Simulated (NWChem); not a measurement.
## Spin states of DMSO (C$_{2}$H$_{6}$OS)

```xyz
10

C     -0.6613     0.5218    -1.3725
S      0.5039     0.0967     0.0000
C     -0.6613     0.5218     1.3725
O      0.6360    -1.4147     0.0000
H     -0.1374     0.2484    -2.3077
H     -0.8982     1.6041    -1.3677
H     -1.5723    -0.0980    -1.2581
H     -1.5723    -0.0980     1.2581
H     -0.1374     0.2484     2.3077
H     -0.8982     1.6041     1.3677
```
Charge 0, spin multiplicity 1.

The numbers come from NWChem runs, not from measurements. The geometry was optimised at PBE/def2-SVP, a minimum by its harmonic frequencies.

Basis set: def2-SVP. The gap is E(triplet) − E(singlet) at the geometry of the singlet, so a negative value puts the higher spin lower. Open shells are unrestricted, and the singlet is the closed-shell solution. The triplet is the single determinant that the SCF runs reached, with unpaired electrons in orbitals of symmetry a" and a' (Cs labels); it need not be the lowest triplet, which in molecules with degenerate π orbitals can need several determinants.

The correlated methods keep 8 core orbitals frozen. B3LYP has NWChem's definition, with VWN1-RPA local correlation. No SCF solution was tested for a lower state. Open-shell Hartree-Fock references start from PBE0 orbitals.

Q: For the vertical singlet-triplet gap, B3LYP gives 120.7 kcal/mol and PBE0 gives 120.7 kcal/mol. What do HF, B2PLYP, MP2 give?

A: HF: 119.1 kcal/mol; B2PLYP: 125.1 kcal/mol; MP2: 137.7 kcal/mol.
